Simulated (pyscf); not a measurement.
H₂N–SiH₂–NH₂ + silane (SiH₄) → H₂N–SiH₂–NH–SiH₃ + hydrogen (H₂) (four-centre exchange; singlet surface; H–N, H–Si broken, N–Si, H–H formed). Structures and frequencies: ωB97X-D3(BJ)/def2-SVP in PySCF. Energies in kcal/mol from the separated reactants.

```tsv
level	barrier	reaction energy
PBE/def2-TZVP	39.2	-5.7
B3LYP-D3(BJ)/def2-TZVP	42.8	-8.0
PBE0-D3(BJ)/def2-TZVP	___	___
M06-2X/def2-TZVP	43.2	-10.3
ωB97M-D3(BJ)/def2-TZVP	___	-7.6
HF/def2-TZVP	62.7	-4.4
```

Some entries are withheld; supply them.


- PBE0-D3(BJ)/def2-TZVP, barrier: 39.6
- PBE0-D3(BJ)/def2-TZVP, reaction energy: -7.1
- ωB97M-D3(BJ)/def2-TZVP, barrier: 43.1

The functionals in the table span 3.9 kcal/mol in this barrier, from PBE to M06-2X. At the saddle there is also a short H–Si contact that neither side keeps. This is the saddle that the search found; another between the same sides may lie lower.
